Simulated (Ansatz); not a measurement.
Potential energy curve for LiH, singlet.

Computed with: RKS-CAM-B3LYP = restricted CAM-B3LYP/aug-cc-pVTZ in Ansatz (a quantum-chemistry and plane-wave program); FCI = full CI/aug-cc-pVTZ, frozen core (Ansatz).

Energies relative to the lowest point of each curve near equilibrium, in kJ/mol:

```csv
R / Å,RKS-CAM-B3LYP
1.21,73.5
1.35,24.0
1.44,8.1
1.60,0.0
1.64,0.8
1.68,2.5
1.87,19.0
2.64,131.6
3.17,203.1
4.74,334.4
5.56,369.7
6.33,391.4
```

Question: What does FCI give at the same points?

Answer: 1.21: 80.9; 1.35: 28.2; 1.44: 10.7; 1.60: 0.0; 1.64: 0.2; 1.68: 1.3; 1.87: 15.1; 2.64: 115.6; 3.17: 174.2; 4.74: 234.5; 5.56: 237.3; 6.33: 237.9 (kJ/mol).

The restricted form behind RKS-CAM-B3LYP keeps the bonding electrons paired and can't separate into open-shell fragments.
